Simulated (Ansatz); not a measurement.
# C5H12S: the cost of one run

Program: Ansatz 0.2.0, Gaussian basis. Level of theory: the settings change from run to run. These are calculated values, not measurements.

## 1. The geometry

The geometry comes from an earlier relaxation with PBE0-D4 in a triple-zeta def2 set; it is a stationary point, not always the lowest conformer.

18 atoms, charge 0, spin multiplicity 1.

Atoms are counted from 1 here; the program's logs count them from 0.

Bond lengths: C1–C2 1.520 Å, C1–H7 1.094 Å, C1–H8 1.094 Å, C1–H9 1.092 Å, C2–C3 1.518 Å, C2–H10 1.094 Å, C2–H11 1.095 Å, C3–S4 1.804 Å, C3–H12 1.094 Å, C3–H13 1.094 Å, S4–C5 1.807 Å, C5–C6 1.515 Å, C5–H14 1.093 Å, C5–H15 1.093 Å, C6–H16 1.092 Å, C6–H17 1.094 Å, C6–H18 1.092 Å. Angles: C2–C1–H7 111.2°, C2–C1–H8 111.3°, C2–C1–H9 111.3°, H7–C1–H8 107.5°, H7–C1–H9 107.7°, H8–C1–H9 107.7°, C1–C2–C3 112.0°, C1–C2–H10 110.4°, C1–C2–H11 109.4°, C3–C2–H10 108.9°, C3–C2–H11 109.6°, H10–C2–H11 106.3°, C2–C3–S4 115.3°, C2–C3–H12 110.8°, C2–C3–H13 110.2°, S4–C3–H12 109.7°, S4–C3–H13 103.9°, H12–C3–H13 106.4° and more.

## 2. r2SCANh/aug-cc-pVDZ

Set apart from the defaults: atoms shaken by 0.15 Å, a grid of angular degree 47, finite nuclei.

Contents of in.yaml:

```yaml
crystal:
  periodic: [false, false, false]
  atoms:
    - {symbol: C, position_ang: [-1.631846, 2.340160, 0.331480]}
    - {symbol: C, position_ang: [-0.911401, 1.278302, 0.774383]}
    - {symbol: C, position_ang: [0.838929, 1.000193, 0.195012]}
    - {symbol: S, position_ang: [1.917707, -0.518862, 0.726766]}
    - {symbol: C, position_ang: [0.999077, -1.787027, 0.151555]}
    - {symbol: C, position_ang: [0.463928, -2.138795, -0.883041]}
    - {symbol: H, position_ang: [-1.360063, 3.479025, 0.205118]}
    - {symbol: H, position_ang: [-1.704588, 2.134799, -1.205603]}
    - {symbol: H, position_ang: [-2.546505, 1.820849, 0.646739]}
    - {symbol: H, position_ang: [-0.704551, 0.970803, 1.791446]}
    - {symbol: H, position_ang: [-1.297355, -0.097669, 0.709825]}
    - {symbol: H, position_ang: [0.422994, 0.880297, -0.915943]}
    - {symbol: H, position_ang: [0.989019, 1.665046, 0.046870]}
    - {symbol: H, position_ang: [0.081003, -1.924382, 1.058465]}
    - {symbol: H, position_ang: [1.432444, -2.690870, 0.860682]}
    - {symbol: H, position_ang: [0.064440, -1.484183, -1.449486]}
    - {symbol: H, position_ang: [0.221738, -3.031689, -1.418490]}
    - {symbol: H, position_ang: [1.752495, -1.921450, -1.729489]}
basis:
  gaussian: {orbitals: aug-cc-pVDZ, final_grid: {core_spheres: 20, valence_spheres: 16, degree: 47}, nuclear_model: gaussian}
hamiltonian: {xc: {name: r2SCANh}}
```

Started as:

```sh
$ ansatz run in.yaml --threads 2 --pin off --events-out ev --progress --plain --max-ram 32768MiB --backend cpu
```

**Question.** How long does this run take on 2 threads of AMD EPYC 7R13, shared host, and how much memory does it need?

About 17 s, with a peak of 0.75 GiB.
